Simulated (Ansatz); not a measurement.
Molecule: CHF2, net charge 0, doublet state. It need not be the lowest isomer of its formula. 
Structure (B3LYP-D3(BJ)/def2-TZVP (Ansatz, a quantum-chemistry and plane-wave program) minimum search):
SMILES: F[CH]F
```xyz
4

C      0.0374     0.0032     0.5083
F     -0.0384     1.0965    -0.2444
F     -0.0849    -1.0976    -0.2269
H      0.8851    -0.0093     1.1920
```
Charge 0, spin multiplicity 2.

Computed values are from Ansatz. Cores are frozen in the correlated levels unless marked. Open shells are spin-unrestricted. No spin-orbit coupling. Non-relativistic. Basis-set limits of correlation are two-point, X^-3; Hartree-Fock from the larger set. [CCSD(T)-MP2]/basis is that difference in the basis named.

```
Quantity                                                                                       Result
---------------------  ------------------------------------------------------------------------------
atomisation energy De  1374.9 kJ/mol at RI-MP2/CBS(aug-cc-pVTZ,aug-cc-pVQZ)+[CCSD(T)-MP2]/aug-cc-pVTZ
total energy            -238.1497 Eh at RI-MP2/CBS(aug-cc-pVTZ,aug-cc-pVQZ)+[CCSD(T)-MP2]/aug-cc-pVTZ
dipole moment                                                           1.41 D at CCSD(T)/aug-cc-pVDZ
T1 diagnostic                                                               0.016 at CCSD/aug-cc-pVTZ
```
